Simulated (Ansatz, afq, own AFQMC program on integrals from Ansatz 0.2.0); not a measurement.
AFQMC on a folder of integrals that Ansatz 0.2.0 wrote.

```yaml
crystal:
  periodic: [false, false, false]
  atoms:
    - {symbol: C, position_ang: [-0.006625, 0.000762, -0.003560]}
    - {symbol: S, position_ang: [-1.351885, 0.155398, -0.726380]}
basis:
  gaussian: {orbitals: def2-TZVP}
magnetization: {spin_polarized: false}
correlation: {method: ccsd_t, electrons: outside_noble_gas, hamiltonian_folder: ham}
```

```sh
$ ansatz run in.yaml --threads 1 --pin off --events-out ev --progress --plain --max-ram 16896MiB --backend cuda --devices 0, --max-vram 18GiB
```

Options of the walk:

```
--method phaseless --trial cisd --walkers 4000 --populations 20 --least-time 60 --time-step 0.005 --steps-per-block 50 --equilibration-blocks 28 --max-blocks 4000 --target-error 0.00019 --factor-cut 1e-05 --seed 3566 --release-times 0.24,0.51,0.99,1.62,2.4 --release-step 0.03 --release-every 3 --taylor-order 6
```

Times are imaginary, in 1/Eh. The walk had a cap of 153 s. With eight or more populations the least sampling time is a fifth of least-time, and the error comes from their spread.

afq prints:

```
orbitals 62  electrons 5 5  factors 415 of 416
reference energy -435.34929427 Eh
CCSD correlation -0.31685174 Eh in 11 cycles, weight of the determinant in the CISD state 0.8499
energy of the start -435.666155 Eh
 block  time / (1/Eh)  mean weight  energy / Eh
     1     0.250  1.0002  -435.663092
     2     0.500  0.9999  -435.668309
     3     0.750  1.0003  -435.673450
     4     1.000  0.9999  -435.676588
     5     1.250  0.9997  -435.679128
     7     1.750  1.0004  -435.684346
     9     2.250  1.0001  -435.686423
    13     3.250  0.9999  -435.686348
    21     5.250  1.0001  -435.688382
    29     7.250  0.9997  -435.688592
    37     9.250  1.0000  -435.687885
    45    11.250  1.0002  -435.689049
    53    13.250  1.0001  -435.690385
    61    15.250  1.0001  -435.687587
    65    16.250  1.0000  -435.686074
    69    17.250  1.0001  -435.690453
    77    19.250  0.9999  -435.687762
    85    21.250  0.9998  -435.689467
    93    23.250  1.0000  -435.687199
   101    25.250  1.0001  -435.690448
   109    27.250  0.9998  -435.688379
   117    29.250  1.0001  -435.689702
   125    31.250  1.0000  -435.687424
   133    33.250  0.9998  -435.688331
   141    35.250  1.0000  -435.688648
   149    37.250  0.9998  -435.688049
   157    39.250  0.9999  -435.688665
   165    41.250  0.9999  -435.689419
   169    42.250  1.0001  -435.690802
   173    43.250  0.9997  -435.687976
   181    45.250  1.0000  -435.688836
   185    46.250  1.0001  -435.687694
error from the spread of 20 populations
released: time / (1/Eh)  energy / Eh  error  mean overlap
  0.24  -435.688823  0.000164  1.0000
  0.51  -435.689260  0.000159  0.9970
  0.99  -435.689569  0.000139  0.9943
  1.62  -435.689649  0.000151  0.9898
  2.40  -435.689860  0.000216  0.9810
energy -435.688483 +/- 0.000173 Eh
(rows thinned)
```

The run passed its tests (sampling time, drift between the halves within three errors, error under three times the target), which doesn't prove that it has relaxed.

Against this walk (error 4.7 meV) on the same determinant: CCSD(T) 28.9 meV higher, CCSDT(Q) 35.1 meV lower. The error is statistical and leaves out the bias of the constraint. None of these is a sure reference here. The released energies are still falling (meV from the phaseless value at times in 1/Eh: -9 ± 4 at 0.24, -21 ± 4 at 0.51, -30 ± 4 at 0.99, -32 ± 4 at 1.62, -37 ± 6 at 2.40), so they give no level; they do show a bias of the constraint, and the last of them that isn't too noisy lies 2 meV below CCSDT(Q).

Cautions: constraint bias not in the error; higher spins were not checked; raised T1 diagnostic (T1 0.025, weight of the determinant 0.85, largest double 0.09); (T) is large, 7 % of the CCSD correlation.

The walk took 91 s on 1 × NVIDIA H100 80GB HBM3 with 2 threads of AMD EPYC 7R13 Processor (Zen 3), on a shared host (the card was shared). The log's last line is the phaseless energy.

CCSDT and higher add their correlation energy to the determinant of the CCSD(T) run, since their own runs factorise the integrals more tightly (a shift of under 2 meV). A walk keeps the symmetry of its determinant, which the program's search chose and which needn't be the lowest solution, so a lower state of the same spin and another symmetry isn't excluded.
